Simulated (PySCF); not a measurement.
Löwdin shares of the frontier orbitals

Species: C3H7FO2.
Cartesian coordinates in Å at the PBE0-D3(BJ)/def2-SVP level; atoms count from 1:
```xyz
13
C3H7FO2 angstrom
C     -1.722   -0.492   -0.597
O     -0.988   -0.439    0.598
C      0.328   -0.831    0.473
O      1.105    0.084   -0.263
C      1.373    1.251    0.406
F      2.332    1.056    1.364
H     -1.304    0.177   -1.368
H     -2.749   -0.177   -0.369
H     -1.749   -1.520   -1.006
H      0.422   -1.790   -0.068
H      0.726   -0.934    1.495
H      0.472    1.644    0.912
H      1.755    1.972   -0.333
```

Computed with PySCF 2.14.0, density-fitted response routines, TDDFT wB97X-D/def2-SVPD, vertical, gas phase, core orbitals frozen in the response.

Kohn–Sham orbitals with the atoms that hold most of them (Löwdin shares over 4%, at most four atoms; ? is withheld):

```json
{"orbital": "LUMO+2", "ε (eV)": "3.08", "atoms": "O4 15%, O2 14%, H10 12%, H13 11%"}
{"orbital": "LUMO+1", "ε (eV)": "2.97", "atoms": "C5 14%, C1 13%, H9 9%, O2 9%"}
{"orbital": "LUMO", "ε (eV)": "2.28", "atoms": "C1 24%, C5 13%, C3 11%, O2 7%"}
{"orbital": "HOMO", "ε (eV)": "-10.25", "atoms": "?"}
{"orbital": "HOMO-1", "ε (eV)": "-10.83", "atoms": "?"}
{"orbital": "HOMO-2", "ε (eV)": "-11.14", "atoms": "O4 55%, C3 13%, H11 9%, F6 8%"}
{"orbital": "HOMO-3", "ε (eV)": "-11.95", "atoms": "F6 24%, O2 20%, C5 15%, C1 8%"}
```

Q: Give the leading atoms of the HOMO-1.

A: O4 (bonded to 2 C) 29%; O2 (bonded to 2 C) 26%; C5 (bonded to F, O and 2 H) 10%; C3 (bonded to 2 O and 2 H) 7%. By element: oxygen 55%, carbon 17% or more.

Q: Give the leading atoms of the HOMO.

A: O2 (bonded to 2 C) 57%; C1 (bonded to O and 3 H) 12%; O4 (bonded to 2 C) 9%; H7 (bonded to C) 6%. By element: oxygen 66%, carbon 12% or more, hydrogen 6% or more.

Q: How does S1 compare with the orbital gap of 12.52 eV?

A: S1 is at 8.18 eV (f = 0.011), 4.34 eV below the gap, made of HOMO→LUMO (86%). Without the coupling terms of the response equations the lowest excitation would equal the gap.

Q: One configuration dominates each of S1 and S2. Which, and how do the shares of the two leading atoms of either orbital change from the occupied to the empty one?

A: 
- S1 (8.18 eV, f 0.011), HOMO→LUMO (86%): O2 57% → 7%, C1 12% → 24%, C5 at most 7% → 13%
- S2 (8.89 eV, f 0.023), HOMO-1→LUMO (78%): O4 29% → at most 8%, O2 26% → 7%, C1 at most 7% → 24%, C5 10% → 13%

Löwdin shares depend on the basis, the more so with diffuse functions.

One conformer stands for the species.
